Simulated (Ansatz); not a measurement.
System (SMILES): [NH2] (NH2), doublet.
Atoms: N1, H2, H3. Bonds: N1-H2, N1-H3.

Basis-set convergence of the optimised N1-H2 bond length at B3LYP with Ansatz (a quantum-chemistry and plane-wave program). Cartesian d functions, on some or all atoms, in 6-31G*, 6-31+G*; all else is spherical. The program fits the integrals of some runs and decomposes those of others, by size. Open shells are unrestricted. No added dispersion term, no relativity. Reference: the value in pcseg-4, 1.0260 Å, itself unsure by roughly 0.0001 Å (its mean distance from aug-pcseg-3, aug-cc-pVQZ, cc-pV5Z). Deviations are taken from unrounded values.

| basis | functions | optimised N1-H2 bond length (Å) |
|---|---|---|
| 6-31G* | 19 | 1.0344 |
| 6-31+G* | 23 | 1.0326 |
| cc-pVDZ | 24 | 1.0400 |
| aug-cc-pVDZ | 41 | 1.0335 |
| def2-SVP | 24 | 1.0374 |
| def2-SVPD | 36 | 1.0314 |
| pcseg-1 | 24 | 1.0363 |
| aug-pcseg-1 | 41 | 1.0334 |
| 6-311G** | 30 | 1.0309 |
| 6-311+G** | 34 | 1.0298 |
| def2-TZVP | 43 | 1.0284 |
| def2-TZVPD | 55 | 1.0281 |
| cc-pVTZ | 58 | 1.0278 |
| aug-cc-pVTZ | 92 | 1.0270 |
| pcseg-2 | 58 | 1.0267 |
| aug-pcseg-2 | 92 | 1.0265 |
| def2-TZVPP | 59 | 1.0273 |
| def2-TZVPPD | 71 | 1.0269 |
| cc-pVQZ | 115 | 1.0264 |
| aug-cc-pVQZ | 172 | 1.0262 |
| def2-QZVPP | 117 | 1.0261 |
| def2-QZVPPD | 129 | 1.0261 |
| pcseg-3 | 126 | 1.0260 |
| aug-pcseg-3 | 183 | 1.0260 |

What the diffuse functions change, pair by pair:
- 6-31G* to 6-31+G*: 4 more functions, deviation 0.0083 to 0.0065 Å
- cc-pVDZ to aug-cc-pVDZ: 17 more functions, deviation 0.0140 to 0.0074 Å
- def2-SVP to def2-SVPD: 12 more functions, deviation 0.0113 to 0.0054 Å
- pcseg-1 to aug-pcseg-1: 17 more functions, deviation 0.0103 to 0.0074 Å
- 6-311G** to 6-311+G**: 4 more functions, deviation 0.0049 to 0.0038 Å
- def2-TZVP to def2-TZVPD: 12 more functions, deviation 0.0023 to 0.0021 Å
- cc-pVTZ to aug-cc-pVTZ: 34 more functions, deviation 0.0018 to 0.0010 Å
- pcseg-2 to aug-pcseg-2: 34 more functions, deviation 0.0007 to 0.0005 Å
- def2-TZVPP to def2-TZVPPD: 12 more functions, deviation 0.0013 to 0.0008 Å
- cc-pVQZ to aug-cc-pVQZ: 57 more functions, deviation 0.0004 to 0.0002 Å
- def2-QZVPP to def2-QZVPPD: 12 more functions, deviation 0.0001 to 0.0001 Å
- pcseg-3 to aug-pcseg-3: 57 more functions, deviation 0.0000 to 0.0000 Å

They bring the value nearer the reference by more than 0.0001 Å in 10 of 12 pairs.
